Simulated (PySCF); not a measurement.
## SF₂: breathing scan

Computed with BP86/[S def2-TZVP, F def2-TZVP], no relativity, density fitting, PySCF.

Rigid scan from the singlet minimum (S–F 1.622 Å (×2); F–S–F 99.5°). Coordinate: all bonds to the central atom scaled together. Energies in kJ/mol from the minimum.

Problem. Predict the curve at 0.88, 0.92, 0.96, 1.00, 1.04, 1.08, 1.14, 1.22, 1.35.

Solution. 
```tsv
scale of all bonds to the centre	E (kJ/mol)	dipole size (D)
0.88	153.3	0.14
0.92	59.5	0.30
0.96	13.1	0.70
1.00	0.0	1.07
1.04	10.3	1.41
1.08	36.8	1.71
1.14	95.9	2.11
1.22	193.9	2.54
1.35	362.6	3.06
```

At long bonds a restricted determinant can lie too high, and another spin state can fall below this curve.

Other isomers or separated fragments may lie lower.

The scan took about 40 core-seconds on a shared host.
